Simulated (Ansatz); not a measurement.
Basis-set series for C$_{3}$H$_{4}$F$_{2}$O (`FC(F)C1CO1`). Total charge 0; spin multiplicity 1. The structure was optimised at the PBE0-D4/def2-TZVP level. It is one conformer, not always the lowest.

```csv
functional,basis,functions,energy (Eh),HOMO (eV),LUMO (eV)
PBE0-D4,def2-TZVPP,242,-391.35352,-8.54,1.40
PBE0-D4,def2-QZVPP,462,-391.37412,-8.58,0.80
ωB97M-V,def2-TZVPP,242,-391.63768,-10.98,2.98
ωB97M-V,def2-QZVPP,462,-391.65732,-11.03,1.90
```

**Question.** Give the rows for def2-SVP. (Estimate.)

**Answer.** Computed: 
| functional | basis | functions | energy (Eh) | HOMO (eV) | LUMO (eV) |
| --- | --- | --- | --- | --- | --- |
| PBE0-D4 | def2-SVP | 104 | -390.88950 | -8.37 | 1.86 |
| ωB97M-V | def2-SVP | 104 | -391.16081 | -10.80 | 3.68 |

Positive LUMOs are unbound and depend on the basis.
